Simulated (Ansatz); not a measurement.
Species: C₂H₂O, SMILES `C=C=O` with one electron removed (charge 1, multiplicity 2), formula C2H2O.

### Question
How many basis functions does frozen-core CCSD(T)/cc-pVTZ // B3LYP-D3(BJ)/def2-TZVP run with Ansatz (a program for electronic structure) use, how many core orbitals are frozen, and how many electrons are correlated?

### Answer
118 basis functions and 3 frozen orbitals, which leaves 15 correlated electrons. Core time is of the order of seconds.
